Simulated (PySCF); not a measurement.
# dimethyl carbonate: calculation and literature

Geometry:
```json
{"atom": "C1", "x (Å)": "2.314", "y (Å)": "0.054", "z (Å)": "0.139"}
{"atom": "O2", "x (Å)": "1.100", "y (Å)": "-0.563", "z (Å)": "0.523"}
{"atom": "C3", "x (Å)": "0.000", "y (Å)": "0.004", "z (Å)": "0.042"}
{"atom": "O4", "x (Å)": "-0.039", "y (Å)": "0.970", "z (Å)": "-0.675"}
{"atom": "O5", "x (Å)": "-1.052", "y (Å)": "-0.676", "z (Å)": "0.482"}
{"atom": "C6", "x (Å)": "-2.309", "y (Å)": "-0.189", "z (Å)": "0.052"}
{"atom": "H7", "x (Å)": "2.370", "y (Å)": "1.085", "z (Å)": "0.520"}
{"atom": "H8", "x (Å)": "3.116", "y (Å)": "-0.551", "z (Å)": "0.577"}
{"atom": "H9", "x (Å)": "2.415", "y (Å)": "0.082", "z (Å)": "-0.956"}
{"atom": "H10", "x (Å)": "-3.059", "y (Å)": "-0.876", "z (Å)": "0.460"}
{"atom": "H11", "x (Å)": "-2.370", "y (Å)": "-0.170", "z (Å)": "-1.047"}
{"atom": "H12", "x (Å)": "-2.486", "y (Å)": "0.830", "z (Å)": "0.428"}
```

Measured values that the calculation should reproduce: δ ¹³C C3 156.7; C1/C6 55.1; δ ¹H H7/H8/H9/H10/H11/H12 3.75 ppm (measured; solution, CD2Cl2, 298 K; Fulmer et al., Organometallics 2010, 29, 2176).
δ ¹³C C3 156.7; C1/C6 54.3 ppm (measured; solution, C6D6, 298 K; Fulmer et al., Organometallics 2010, 29, 2176).

Theoretical values (PySCF): σ from GIAO-PBE0/pcSseg-1, geometry: PBE0-D3(BJ)/def2-SVP. Equivalent nuclei averaged, non-relativistic Hamiltonian, in vacuum, a single conformation.

**Question.** How close does the calculation come?

**Answer.** 
Reference values: measured (solution, CD2Cl2, 298 K; Fulmer et al., Organometallics 2010, 29, 2176).
| atoms | quantity | reference | computed | computed, scaled |
| --- | --- | --- | --- | --- |
| C3 | δ ¹³C | 156.7 | 162.0 | 156.0 |
| C1/C6 | δ ¹³C | 55.1 | 54.2 | 51.7 |
| H7/H8/H9/H10/H11/H12 | δ ¹H | 3.75 | 3.62 | 3.64 |

Reference values: measured (solution, C6D6, 298 K; Fulmer et al., Organometallics 2010, 29, 2176).
```tsv
atoms	quantity	reference	computed	computed, scaled
C3	δ ¹³C	156.7	162.0	156.0
C1/C6	δ ¹³C	54.3	54.2	51.7
```

Computed shifts are σ(ref) − σ with the named reference compound (TMS for H and C) calculated as an isolated molecule at the same level. The measured values may be among those fitted. Expected solution values come from regression of measured δ (H and C: mostly CDCl3, vs TMS) on computed σ: ¹H (scatter 0.21 ppm rms, 0.22 ppm with the 3 outliers that the fit left out); ¹³C (scatter 1.9 ppm rms, 2.3 ppm with the 23 outliers that the fit left out). Occasional misses reach two or three times the rms, and more in compound classes unlike the fitted ones.

**Question.** How far are the unscaled ¹³C shifts from the references?

**Answer.** Mean signed difference +2.40 ppm, mean absolute 2.90 ppm over 4 comparisons; the largest is +5.3 ppm at C3 (carbonate carbon).

5 of the 37 published NMR values on file for this molecule are compared. The rest: values from further sources, protons in aromatic solvents.
